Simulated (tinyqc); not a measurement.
Inside a calculation. Method: LCCD on RHF in the sto-6g basis, for H2O, spin multiplicity 1. One step of it, computed by the program tinyqc.

Problem. LCCD: starting amplitudes. t_ij^ab = <ij||ab> / (e_i + e_j - e_a - e_b), whose energy is MP2.

orbital energies (hartree): MO1 -20.521405, MO2 -1.192134, MO3 -0.534135, MO4 -0.414344, MO5 -0.387038, MO6 0.403738, MO7 0.545063

Two-electron integrals over orbitals (pq|rs), unique and non-zero (hartree):
```
(11|11) 4.763835    (21|11) -0.444815   (21|21) 0.066899    (22|11) 1.043980
(22|21) -0.017274   (22|22) 0.728050    (31|31) 0.010442    (32|31) 0.016136
(32|32) 0.125314    (33|11) 0.743510    (33|21) -0.004408   (33|22) 0.602026
(33|33) 0.577502    (41|11) 0.154849    (41|21) -0.021932   (41|22) 0.010979
(41|33) 0.004596    (41|41) 0.024274    (42|11) -0.148971   (42|21) 0.007798
(42|22) -0.032877   (42|33) 0.002777    (42|41) 0.019337    (42|42) 0.131008
(43|31) -0.001920   (43|32) 0.030638    (43|43) 0.057500    (44|11) 0.931746
(44|21) -0.010578   (44|22) 0.663721    (44|33) 0.555533    (44|41) -0.008703
(44|42) -0.091965   (44|44) 0.692014    (51|51) 0.026643    (52|51) 0.033478
(52|52) 0.153455    (53|53) 0.025349    (54|51) -0.010741   (54|52) -0.040463
(54|54) 0.045651    (55|11) 1.117103    (55|21) -0.011733   (55|22) 0.760850
(55|33) 0.589389    (55|41) 0.003826    (55|42) -0.078674   (55|44) 0.686269
(55|55) 0.880663    (61|11) -0.196986   (61|21) 0.031157    (61|22) -0.003787
(61|33) 0.000384    (61|41) 0.003398    (61|42) 0.020451    (61|44) -0.014103
(61|55) -0.004892   (61|61) 0.025380    (62|11) 0.261202    (62|21) -0.006899
(62|22) 0.126639    (62|33) 0.059669    (62|41) 0.018286    (62|42) 0.036935
(62|44) 0.062194    (62|55) 0.136420    (62|61) 0.009360    (62|62) 0.091361
(63|31) 0.002102    (63|32) -0.041153   (63|43) -0.043003   (63|63) 0.082598
(64|11) 0.276569    (64|21) -0.003173   (64|22) 0.137707    (64|33) 0.047571
(64|41) 0.001729    (64|42) -0.043954   (64|44) 0.133211    (64|55) 0.155911
(64|61) -0.000805   (64|62) 0.061878    (64|64) 0.101476    (65|51) 0.012567
(65|52) 0.049565    (65|54) 0.007598    (65|65) 0.032504    (66|11) 0.757493
(66|21) -0.007407   (66|22) 0.577123    (66|33) 0.535417    (66|41) 0.016593
(66|42) 0.046316    (66|44) 0.534600    (66|55) 0.563600    (66|61) 0.007935
(66|62) 0.084744    (66|64) 0.051735    (66|66) 0.565621    (71|31) 0.014495
(71|32) 0.021439    (71|43) -0.002745   (71|63) 0.002578    (71|71) 0.020144
(72|31) 0.015087    (72|32) 0.060235    (72|43) -0.025763   (72|63) 0.026636
(72|71) 0.020127    (72|72) 0.071327    (73|11) 0.376037    (73|21) -0.006579
(73|22) 0.177344    (73|33) 0.088342    (73|41) -0.000213   (73|42) -0.071846
(73|44) 0.144334    (73|55) 0.208075    (73|61) -0.004826   (73|62) 0.066897
(73|64) 0.104114    (73|66) 0.043959    (73|73) 0.159973    (74|31) -0.007347
(74|32) -0.067452   (74|43) -0.016598   (74|63) 0.059080    (74|71) -0.010140
(74|72) -0.017712   (74|74) 0.068782    (75|53) 0.024002    (75|75) 0.025794
(76|31) 0.007401    (76|32) 0.084160    (76|43) 0.066739    (76|63) -0.073766
(76|71) 0.009963    (76|72) 0.000377    (76|74) -0.060382   (76|76) 0.116117
(77|11) 0.841313    (77|21) -0.008714   (77|22) 0.608041    (77|33) 0.572537
(77|41) 0.003133    (77|42) -0.021851   (77|44) 0.574763    (77|55) 0.608836
(77|61) -0.003506   (77|62) 0.060412    (77|64) 0.055582    (77|66) 0.540167
(77|73) 0.102844    (77|77) 0.592806
```

Give: Starting amplitudes; correlation energy.

Solution.

Starting amplitudes (spin orbitals 1a, 1b, ...; amplitudes related by a flip of all spins are not repeated; the 24 largest):
```
from      to          t
3a 3b  7a 7b     -0.074
4a 4b  6a 6b     -0.062
3a 4b  6b 7a      0.055
3a 3b  6a 6b     -0.044
4a 4b  7a 7b     -0.036
3a 4b  6a 7b     -0.031
2a 2b  6a 6b     -0.029
2a 4b  6a 6b     -0.026
2a 3b  6a 7b     -0.025
3a 4a  6a 7a      0.024
5a 5b  6a 6b     -0.021
2a 2b  7a 7b     -0.021
2a 3a  6a 7a     -0.015
5a 5b  7a 7b     -0.014
2a 3b  6b 7a      0.010
2a 4b  7a 7b      0.007
1a 2b  7a 7b  -8.83e-04
1a 1b  6a 6b  -6.06e-04
1a 1b  7a 7b  -4.78e-04
1a 4b  7a 7b   4.60e-04
1a 2b  6a 6b  -4.16e-04
1a 3a  6a 7a   3.36e-04
1a 3b  6a 7b   2.19e-04
1a 3b  6b 7a   1.17e-04
```

correlation energy = -0.05518 hartree
